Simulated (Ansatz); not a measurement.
**A ladder of methods for NaLi (lithium sodium)**

NaLi: 2 atoms, total charge 0, spin state singlet. As SMILES, `[Li][Na]`. Geometry: the measured bond length.

```xyz
2

Li    0.0000    0.0000    0.0000
Na    0.0000    0.0000    2.8100
```

Quantity: the energy change with the Li1–Na2 bond stretched from 2.810 to 7.025 Å, in eV. The values are calculated.

```tsv
level	kind	program	value (eV)	less FCI/STO-3G	CPU time (all runs)
revPBE/STO-3G (restricted)	GGA	Ansatz	3.55	+0.15	1.8 s
r2SCAN/STO-3G (restricted)	meta-GGA	Ansatz	3.73	+0.33	4.8 s
B3LYP/STO-3G (restricted)	global hybrid	Ansatz	3.74	+0.34	1.8 s
BHLYP/STO-3G (restricted)	global hybrid	Ansatz	3.91	+0.51	1.5 s
wB97M-V/STO-3G (restricted)	range-separated hybrid	Ansatz	3.88	+0.48	33 s
wB97X/STO-3G (restricted)	range-separated hybrid	Ansatz	3.81	+0.41	8.8 s
CCSD(T)/STO-3G (restricted)	coupled cluster or CI	Ansatz	3.40	0.00	0.32 s
CCSDT(Q)/STO-3G (restricted)	coupled cluster or CI	Ansatz	3.40	0.00	1.4 s
FCI/STO-3G	exact in the basis	Ansatz	3.40	0.00	11 s
```

FCI/STO-3G is exact within its basis and frozen core, so for wave-function methods in that basis the difference is their error; functionals converge differently with the basis, so for them it is only a difference. The first shape isn't each level's own minimum. The values span 3.40 to 3.91 eV. Minimal STO sets describe s-block atoms so badly that they can place the ion below the atom. All rows use very small basis sets, so even the best lies far from the true value. CPU times are rough (shared hosts, several kinds of processor): they show what a rung costs within a factor of a few.
